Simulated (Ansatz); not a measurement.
## Cohesive energy of some bcc solids

Method: LDA in Ansatz (PAW). References are measured values corrected to a static lattice. The table is a random draw of 6 from 10 solids with such references.

Values in eV/atom.

```csv
solid,reference,LDA,error (eV/atom)
bcc Nb,7.6 (7.47–7.60),8.51,+0.91
bcc Ba,1.91,2.24,+0.33
bcc Na,1.12,1.25,+0.13
bcc Fe,4.32,6.45,+2.13
bcc Cs,0.81,0.87,+0.06
bcc K,0.94,1.02,+0.08
```

Over these 6 solids the mean error is +0.61 eV/atom, the mean absolute error 0.61 eV/atom (median 0.23 eV/atom), and the worst case bcc Fe at +2.13 eV/atom; the value is above the reference in 6 of 6 cases. Over all 10, from unrounded values, the mean error is +0.64 eV/atom and the mean absolute error 0.64 eV/atom (median 0.23 eV/atom).

All these references are brought to a static lattice.

Spin–orbit coupling is left out, also for the solids with elements from indium on (bcc Ba, bcc Cs); its size isn't shown.

Brackets give the range of the sources taken for a reference, where it is wide; it can hold other temperatures.

Differences are worked out from the printed values.

Free atoms are spin-polarised, in the lowest state found; at levels without +SOC their spin–orbit coupling is left out. Each level is taken at its own relaxed cell. Ansatz's density-functional and Hartree–Fock values are scalar-relativistic unless marked +SOC, with PAW data made under PBE.

Ansatz's runs of these crystals have no spin polarisation, but for bcc Fe.

Density-functional runs with spin start from parallel moments for bcc Fe.

Not in this set, of the bcc solids with a reference value in our tables and a result at some level: 2 for the spin–orbit terms of free Br, In, Sn, Te, I and atoms past barium, a cut that leaves lighter open-shell atoms' terms in the errors; 1 for a run that ended without the magnetic order (LDA). These can be a level's best or worst cases. Solids without a released value at any level aren't counted. Layered and molecular crystals are counted apart. The metals Ce to Yb are counted apart.

References as tabulated in Mejia-Rodriguez and Trickey (2018), arXiv:1807.09216; Jana et al. (2018), arXiv:1807.00350; Csonka et al. (2009), arXiv:0903.4037.

Ansatz is a first-principles code.
